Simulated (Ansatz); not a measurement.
# AlCl2: the cost of one run

Computed with Ansatz 0.2.0 through its Python package. Level of theory: Hartree-Fock/def2-SVP.

### Step 1. The structure

Bond lengths: Cl1–Al2 2.254 Å, Al2–Cl3 2.217 Å. Angles: Cl1–Al2–Cl3 119.5°.

The script holds or builds the structure itself.

### Step 2. The code

The input, relaxed_scan.py:

```python
"""Relaxed scan of one distance in AlCl2."""

import ansatz as az
from ase import Atoms
import numpy as np

atoms = Atoms(["Cl", "Al", "Cl"], positions=[
    [1.4706, 0.9323, 0.8975],
    [-0.4635, 0.5418, -0.1919],
    [-1.018, -1.5389, -0.7188],
])
molecule = az.Crystal.molecule_from_ase(atoms)

job = (
    molecule.calculation()
    .basis(gaussian="def2-SVP")
    .functional("hf")
    .spin("collinear", total=1)
)
symbols = [site.symbol for site in molecule.cartesian_sites]
pairs = [(0, 1), (1, 2)]
print("held (A)   E (eV)        ", "  ".join(f"{symbols[i]}{i}-{symbols[j]}{j}" for i, j in pairs))
for length in [2.04, 2.22, 2.39, 2.66, 2.99]:
    r = job.relax(constraints=[az.DistanceConstraint((1, 2), at=length)], force_tolerance=0.02, max_steps=60).run(threads=1).report
    xyz = np.array(r["positions_ang"])
    print(f"{length:6.2f} {r['free_energy_ev']:14.5f}  ", "  ".join(f"{np.linalg.norm(xyz[i] - xyz[j]):.3f}" for i, j in pairs))
```

### Step 3. The input behind the calls

The engine receives this input (first run):

```yaml
crystal:
  periodic: [false, false, false]
  atoms:
    - { symbol: Cl, position_ang: [1.4706, 0.9323, 0.8975] }
    - { symbol: Al, position_ang: [-0.4635, 0.5418, -0.1919] }
    - { symbol: Cl, position_ang: [-1.018, -1.5389, -0.7188] }
basis:
  gaussian:
    orbitals: def2-SVP
hamiltonian:
  xc: hf
magnetization:
  spin_polarized: true
  initial_magnetization: 1.0
relax:
  f_tol: 0.02
  max_steps: 60
  constraints:
    - { distance: [1, 2], at: 2.04 }
```

### Step 4. Launch

Command:

```
> python relaxed_scan.py
```

**Question.** How long does this script take on 1 thread of Intel Xeon Platinum 8488C (Sapphire Rapids), shared host, and how much memory does it need?

About 22 s, with a peak of 0.2 GiB.
